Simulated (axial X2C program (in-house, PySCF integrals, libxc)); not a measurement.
# Working with the constants of SiS

A bond curve at the CCSD(T) level, two-component, was computed with an in-house all-electron X2C program for linear molecules (integrals from PySCF) (basis S dyall-av3z [9s8p3d2f], Si dyall-v3z [8s7p2d1f] (cores contracted in-house)) for the state Ω = 0 (closed shell). Its fit gives Re = 1.9527 Å, ωe = 734.6 cm⁻¹, ωexe = 2.5 cm⁻¹ and αe = 1.430e-03 cm⁻¹; the masses are 31.9721 and 27.9769 u. Two-component means X2C with spin–orbit coupling and atomic mean-field Coulomb and Gaunt terms.

Correlated methods: 10 electrons correlated (number of frozen shells: S 2 s, 1 p; Si 2 s, 1 p), 168 virtual spin orbitals or spinors in MP2, 90 natural virtuals in coupled cluster.

**Question.** Find the reduced mass, Be and the force constant.

**Answer.** From the CCSD(T) values: μ = 14.9207 u. Be = 16.8576/(μ Re²) = 0.2963 cm⁻¹. k = 5.8918×10⁻⁷ μ ωe² = 4.74 mdyn/Å.

**Question.** A Morse curve ties αe to the other constants (Pekeris). How well does that hold?

**Answer.** αe(Morse) = 6Be²/ωe × (√(ωexe/Be) − 1) = 1.366e-03 cm⁻¹; the CCSD(T) curve gives 1.430e-03 cm⁻¹, a ratio of 0.96.

**Question.** Where do the fundamental and the first overtone lie?

**Answer.** ν(1←0) = ωe − 2ωexe = 729.6 cm⁻¹; ν(2←0) = 2ωe − 6ωexe = 1454.2 cm⁻¹.

**Question.** Estimate De from a Morse curve and compare with the computed well depth of 5.981 eV to S + Si.

**Answer.** De(Morse) = ωe²/(4ωexe) = 6.691 eV against 5.981 eV computed, a ratio of 1.12. For De the Morse form works well here.

**Question.** Give B0, the J = 1←0 line in GHz and the most populated J at 300 K (kT = 208.5 cm⁻¹).

**Answer.** B0 = Be − αe/2 = 0.2956 cm⁻¹; 2B0 = 17.72 GHz; J(max) ≈ √(kT/2B0) − 1/2 = 18.3, so J = 18.

Occupations by symmetry block were frozen at the best pattern of an incomplete PBE0 search. Dissociation energies refer to the lowest single-determinant-based atoms at the same level and basis. Coupled cluster ran in a truncated set of natural virtual spinors; the MP2 energy of the rest was added. (T) has no such correction and the atoms are truncated less, which lowers De at CCSD(T) by a hundredth of an eV or more. A 2c atom that is not at its ground J level misses part of its spin–orbit lowering, and De is too large by that part (0.04 eV or less for light atoms). This holds for CCSD(T).
